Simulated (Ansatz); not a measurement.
# CHNO: the cost of one run

Program: Ansatz 0.2.0. Level of theory: the levels named in each step. These are calculated values, not measurements.

## 1. Starting point

Bond lengths: N1–C2 1.191 Å, C2–O3 1.154 Å, N1–H4 0.993 Å. Angles: N1–C2–O3 169.4°, C2–N1–H4 136.6°.

Structure file:

```xyz
4

N    -1.1305    0.2131    0.2706
C     0.0056   -0.0538    0.0337
O     1.1034   -0.1344   -0.3125
H    -1.8701   -0.1862    0.7994
```

## 2. A rough first relaxation, PBE-D4/def2-SVP

This run stands in another session on the same molecule. It ended at:

```xyz
4

N    -1.1725    0.2776    0.2438
C    -0.0076   -0.0234    0.0180
O     1.1203   -0.1755   -0.2915
H    -1.8320   -0.2400    0.8208
```

## 3. Relaxation, PBE0-D4/def2-TZVPP

This run stands in another session on the same molecule. It ended at:

```xyz
4

N    -1.1678    0.2822    0.2390
C    -0.0177   -0.0147    0.0160
O     1.0928   -0.1824   -0.2770
H    -1.7991   -0.2464    0.8131
```

## 4. Frequencies, PBE0-D4/def2-TZVPP

input.yaml reads:

```yaml
crystal:
  periodic: [false, false, false]
  atoms:
    - { symbol: "N", position_ang: [-1.1677555, 0.28220923, 0.23904974] }
    - { symbol: C, position_ang: [-0.01765382, -0.01470745, 0.01600993] }
    - { symbol: O, position_ang: [1.09280799, -0.18244653, -0.27700914] }
    - { symbol: H, position_ang: [-1.79910867, -0.24638525, 0.81307947] }
basis:
  gaussian: { orbitals: def2-TZVPP }
hamiltonian:
  xc: pbe0
  dispersion: d4
phonons: {}
```

Launch:

```sh
$ ansatz run input.yaml --threads 2 --pin off --max-ram 5120MiB --backend cpu --events-out ev --progress --plain --runs-dir out
```

Q: Estimate wall time and peak memory on 2 threads of Intel Xeon at 2.70GHz, shared host.

About 11 s, with a peak of 0.15 GiB.
